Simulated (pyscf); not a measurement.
Thermochemistry of product channels of `[NH3]` + `[Cl]` [doublet] on the doublet surface, in eV, from CCSD(T)/def2-TZVPP + ΔMP2(QZVPP) energies (ideal gas, 1 atm, RRHO with modes under 100 cm⁻¹ raised to 100, one conformer, R ln 2 for rigid chiral ones). Structures and frequencies: ωB97X-D3(BJ)/def2-SVP in PySCF. Correlated levels are frozen-core, on RHF or UHF. ΔMP2 is the change of the MP2 total energy from the triple- to the quadruple-zeta basis.

```json
[
 {"products": "`[NH]` [triplet] + `[ClH]` + `[H]` [doublet]", "ΔE": "(withheld)", "ΔH(298 K)": "+4.16", "ΔG(298 K)": "+3.76", "ΔG(1200 K)": "+2.39"},
 {"products": "`[NH2]` [doublet] + `[ClH]`", "ΔE": "(withheld)", "ΔH(298 K)": "+0.16", "ΔG(298 K)": "+0.07", "ΔG(1200 K)": "-0.24"}
]
```

What belongs in the gaps?


- `[NH]` [triplet] + `[ClH]` + `[H]` [doublet], ΔE: +4.63
- `[NH2]` [doublet] + `[ClH]`, ΔE: +0.37

These are energies of the channels, which say nothing of barriers. The CCSD(T) − MP2 part came from Ansatz, without density fitting, on the same reference. Left out: orbital degeneracy and the spin-orbit lowering of Cl.
